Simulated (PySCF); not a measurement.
**Working out the electron affinity of P**

P⁻ [Ne] 3s2 3p4 (3P) → P [Ne] 3s2 3p3 (4S). Computed with PySCF 2.14 in aug-cc-pCVTZ-DK (8s7p5d3f, 75 functions), with scalar relativity by spin-free X2C-1e. Frozen: 1s2. Energies in hartree (1 hartree = 27.21139 eV):

| part | P⁻ (lower) | P (upper) |
| --- | --- | --- |
| UHF | -341.519401 | -341.531688 |
| CCSD correlation | -0.424884 | -0.393136 |
| (T) | -0.009169 | -0.006492 |

Problem. What does Hartree-Fock give?

Solution. (-341.531688) − (-341.519401) = -0.012287 hartree = -0.334 eV.

Problem. What do CCSD and CCSD(T) give?

Solution. The CCSD correlation energies differ by 0.031748 hartree = 0.864 eV and the triples by 0.002677 hartree = 0.073 eV, so CCSD gives 0.530 eV and CCSD(T) 0.603 eV.

A first-order spin-orbit estimate adds 0.012 eV to CCSD(T) (valence and next inner shell), giving 0.615 eV against 0.747 eV (measured; photodetachment measurements, as compiled on the Wikipedia data page of electron affinities).

What remains against the reference includes basis incompleteness, the frozen core and higher excitations.
